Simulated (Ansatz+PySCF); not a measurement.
Results of a calculation; reference values are marked as such.
# Several solutions for singlet CH5N

```xyz
7

C     0.0000    0.0315   -0.6953
N     0.0000    0.0705    0.7510
H     0.0000   -0.9776   -1.1599
H    -0.8819    0.5659   -1.0833
H     0.8819    0.5659   -1.0833
H    -0.8127   -0.4182    1.1206
H     0.8127   -0.4182    1.1206
```

Basis set: def2-SVP (spherical functions). Charge 0, multiplicity 1.

CASSCF(2,2) was run from several starts with Ansatz (development build ahead of 0.2.0) and PySCF 2.14.0. The starts are those of the Hartree–Fock orbitals from which the active space was taken at the frontier.

| run | program | start | converged | energy (hartree) | <S²> |
| --- | --- | --- | --- | --- | --- |
| A | Ansatz | stability test followed | yes | -95.16317 | 0.00 |
| B | Ansatz | atomic start, no search | yes | -95.16317 | 0.00 |
| C | PySCF | program defaults | yes | -95.15694 | 0.00 |
| D | Ansatz | search for the lowest state | yes | -95.16317 | 0.00 |

**Question.** Which runs reached the lowest solution of this kind, and what is wrong with the others?

**Answer.** A, B, D reached the lowest solution found. Converged but too high: C by 0.17 eV. Convergence only shows a stationary point; in CASSCF the end hangs on which orbitals enter the active space. Caution: other starts end on other solutions of this active space.
